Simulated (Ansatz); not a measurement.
# Two structures, one formula

Two relaxed structures of CH2FSi (charge -1), singlet (PBE0-D4/def2-TZVPD; forces vanish, vibrations not checked).

A:

```csv
atom,x (Å),y (Å),z (Å)
C1,0.3797,0.0605,0.1229
Si2,-0.8221,-1.2056,-0.1098
F3,0.2675,1.4325,-0.1137
H4,-1.9542,-0.2887,-0.6332
H5,1.3918,-0.1188,0.4985
```

B:

C1  (-0.668, -0.815, -0.002)
Si2  (0.712, 0.212, 0.301)
F3  (0.255, 1.728, -0.275)
H4  (-1.616, -0.529, -0.465)
H5  (-0.615, -1.867, 0.289)
(Å)

Computed with Ansatz 0.2.0 (basis: def2-TZVPPD); correlated methods freeze the cores. B3LYP uses VWN-RPA correlation.

(1) Which structure is lower at CCSD(T), and by how much? (To be estimated.)

No T1 diagnostic of these runs exceeds 0.019. The restricted Hartree–Fock reference is unstable towards an unrestricted one at one or more of these structures.

Results:

(1) The calculation gives: B, by 54.87 kcal/mol (electronic energy, against the other). By their contacts, A is CH₂FSi ([F][CH][SiH]), total charge -1 and B is CH₂FSi ([CH2][Si][F]), total charge -1.

All methods give the same order:

```csv
method,E(B) − E(A) (kcal/mol)
PBE-D4,-51.18
r2SCAN-D4,-53.79
PBE0-D4,-53.42
B3LYP-D4,-54.72
wB97M-V,-56.42
HF,-58.57
MP2,-58.55
CCSD,-55.96
CCSD(T),-54.87
```

Labels in which every atom is bracketed show which atoms are joined, not bond orders.

For scale, one of the runs: CCSD(T)/def2-TZVPPD, 159 basis functions, launched by `ansatz run in.yaml --threads 2 --pin off --events-out ev --progress --plain --max-ram 4352MiB`. Hardware: 2 CPU threads of an Arm Neoverse V1, shared host. Wall time 22 s; peak host memory 1.1 GiB.
